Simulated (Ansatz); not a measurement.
## Ansatz (development build ahead of 0.2.0) run

```yaml
crystal:
  periodic: [false, false, false]
  atoms:
    - { symbol: C, position_ang: [-0.028, 1.4344, 0.0] }
    - { symbol: C, position_ang: [1.18009, 0.72126, 0.0] }
    - { symbol: C, position_ang: [1.17128, -0.67624, 0.0] }
    - { symbol: C, position_ang: [-0.03458, -1.38262, 0.0] }
    - { symbol: C, position_ang: [-1.25623, -0.69295, 0.0] }
    - { symbol: C, position_ang: [-1.19256, 0.68852, 0.0] }
    - { symbol: H, position_ang: [-0.03783, 2.53029, 0.0] }
    - { symbol: H, position_ang: [2.13302, 1.26492, 0.0] }
    - { symbol: H, position_ang: [2.12071, -1.22439, 0.0] }
    - { symbol: H, position_ang: [-0.02894, -2.47971, 0.0] }
    - { symbol: H, position_ang: [-2.21021, -1.23239, 0.0] }
basis:
  gaussian: { orbitals: cc-pVTZ }
magnetization:
  spin_polarized: true
  initial_magnetization: 1
hamiltonian:
  xc: hf
correlation:
  method: mp2
  frozen_orbitals: { C: 1, H: 0 }
output:
  forces: true
```

The input is written out in the form of the current development build from the run's settings.

The run gave:

```
Converged                                                          : yes
Reference energy                                                   : -230.13662 hartree
Correlation energy                                                 : -0.86328 hartree
Total energy                                                       : -230.99990 hartree
Spin squared of the determinant                                    : 1.381
Stability test                                                     : minimum
Occupied orbitals by symmetry in an Abelian subgroup (alpha; beta) : 11 A1 1 A2 2 B1 7 B2; 10 A1 1 A2 2 B1 7 B2
```

Forces (eV/Å):
```json
{"atom": "C1", "Fx": "0.115", "Fy": "-1.080", "Fz": "0.000"}
{"atom": "C2", "Fx": "-1.113", "Fy": "-0.512", "Fz": "0.000"}
{"atom": "C3", "Fx": "-0.798", "Fy": "0.460", "Fz": "0.000"}
{"atom": "C4", "Fx": "-0.113", "Fy": "1.220", "Fz": "0.000"}
{"atom": "C5", "Fx": "0.993", "Fy": "0.441", "Fz": "0.000"}
{"atom": "C6", "Fx": "1.440", "Fy": "-0.832", "Fz": "0.000"}
{"atom": "H7", "Fx": "-0.010", "Fy": "-0.593", "Fz": "0.000"}
{"atom": "H8", "Fx": "-0.505", "Fy": "-0.274", "Fz": "0.000"}
{"atom": "H9", "Fx": "-0.502", "Fy": "0.290", "Fz": "0.000"}
{"atom": "H10", "Fx": "-0.015", "Fy": "0.574", "Fz": "0.000"}
{"atom": "H11", "Fx": "0.509", "Fy": "0.306", "Fz": "0.000"}
```

Caution: the unrestricted determinant is spin contaminated; forces differ strongly between restricted and unrestricted references.
